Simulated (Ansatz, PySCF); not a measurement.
Isomers of CHN: 1 is N#C, 2 is [C-]#[NH+]; one conformer of each (the lowest of an xTB search), B3LYP-D3(BJ)/def2-TZVP minima.
Isomer 1 (charge 0, multiplicity 1, Z-matrix in Å and degrees):
```
C
N 1 1.1462
H 1 1.0667 2 180.00
```
Isomer 2 (charge 0, multiplicity 1):
```xyz
3

C      1.1085     0.0000     0.0000
N     -0.0555     0.0000     0.0000
H     -1.0530     0.0001     0.0000
```

No zero-point or thermal terms.

Cores are frozen in the correlated methods. CBS: X⁻³ extrapolation of the correlation energy, Hartree–Fock from the larger set. Rows in 3-21G carry no dispersion term and start afresh at each structure.

The values were computed with Ansatz (Gaussian orbitals); PySCF for 3-21G rows, the dispersion terms. Each number belongs to the level named beside it.

Give the electronic energy of isomer 2 less that of isomer 1 at the level CAM-B3LYP-D4/def2-TZVPP.

55 kJ/mol

Give the electronic energy of isomer 2 less that of isomer 1 at the level HF/3-21G.

37 kJ/mol

What is the computed electronic energy of isomer 2 less that of isomer 1 (CCSD(T)/CBS(cc-pVTZ, cc-pVQZ))?

62 kJ/mol

Ansatz is a first-principles code.
